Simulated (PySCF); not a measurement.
**Working out the ionisation energy of Ne**

Ne [Ne] (1S) → Ne⁺ [He] 2s2 2p5 (2P). Calculation: PySCF 2.14, in cc-pVTZ; the non-relativistic Hamiltonian (point nucleus). Frozen: 1s2. Energies in hartree (1 hartree = 27.21139 eV):

```tsv
part	Ne (lower)	Ne⁺ (upper)
UHF	-128.531862	-127.808878
CCSD correlation	-0.266347	-0.208337
(T)	-0.004245	-0.002506
```

Task: What does Hartree-Fock give?

Result: (-127.808878) − (-128.531862) = 0.722984 hartree = 19.673 eV.

Task: What do CCSD and CCSD(T) give?

Result: The CCSD correlation energies differ by 0.058010 hartree = 1.579 eV and the triples by 0.001739 hartree = 0.047 eV, so CCSD gives 21.252 eV and CCSD(T) 21.299 eV.

Measured between the centres of the two terms (NIST): 21.597 eV, so CCSD(T) (valence) is off by -0.298 eV.

What remains against the reference includes basis incompleteness, the frozen core and higher excitations.
